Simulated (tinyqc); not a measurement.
Inside a calculation. Method: Born-Oppenheimer dynamics on the PBE/sto-6g surface (energies and gradients from PySCF), for BH2+, spin multiplicity 1. Computed by tinyqc, a small Python program that keeps every step (integrals from PySCF). Settings: charge = 1, multiplicity = 1, basis = sto-6g, functional = pbe,pbe, time step (fs) = 0.5, steps = 24. Command: `OMP_NUM_THREADS=1 python tinyqc.py 23169 23170 out.jsonl` (the two numbers bound the seeds that draw the settings). One thread of a shared host (Intel(R) Xeon(R) Processor @ 2.60GHz), about 10 s of CPU time with the checks.

positions (bohr):
```
          x        y        z
1B  -0.0624   0.0208  -0.0265
2H  -0.0227   1.9426   1.1395
3H  -0.0170  -1.9105   1.0205
```

The total energy should stay constant up to terms of order dt^2; the step counts as short enough if it moves by less than 2 % of the largest kinetic energy.

Trajectory:
```
time (fs)  1B-2H (angstrom)  potential (hartree)  kinetic (hartree)  total (hartree)
0.0000               1.1897           -25.477684           0.000052       -25.477632
0.5000               1.1905           -25.478032           0.000396       -25.477636
1.0000               1.1928           -25.479390           0.001742       -25.477647
1.5000               1.1967           -25.481579           0.003916       -25.477663
2.0000               1.2017           -25.484358           0.006680       -25.477678
2.5000               1.2078           -25.487478           0.009787       -25.477692
3.0000               1.2147           -25.490728           0.013027       -25.477701
3.5000               1.2221           -25.493955           0.016248       -25.477707
4.0000               1.2298           -25.497071           0.019361       -25.477710
4.5000               1.2374           -25.500038           0.022327       -25.477711
5.0000               1.2447           -25.502849           0.025139       -25.477711
5.5000               1.2516           -25.505516           0.027805       -25.477711
6.0000               1.2577           -25.508047           0.030335       -25.477712
6.5000               1.2630           -25.510440           0.032726       -25.477714
7.0000               1.2673           -25.512674           0.034957       -25.477717
7.5000               1.2705           -25.514707           0.036987       -25.477721
8.0000               1.2725           -25.516480           0.038754       -25.477726
8.5000               1.2733           -25.517914           0.040183       -25.477731
9.0000               1.2729           -25.518927           0.041191       -25.477735
9.5000               1.2713           -25.519435           0.041696       -25.477739
10.0000              1.2684           -25.519369           0.041628       -25.477741
10.5000              1.2645           -25.518681           0.040941       -25.477741
11.0000              1.2596           -25.517354           0.039615       -25.477738
11.5000              1.2538           -25.515401           0.037666       -25.477734
12.0000              1.2475           -25.512868           0.035140       -25.477728
```

Is the time step short enough?

Yes. The total energy moves within 1.1e-04 hartree, under 2 % of the largest kinetic energy.
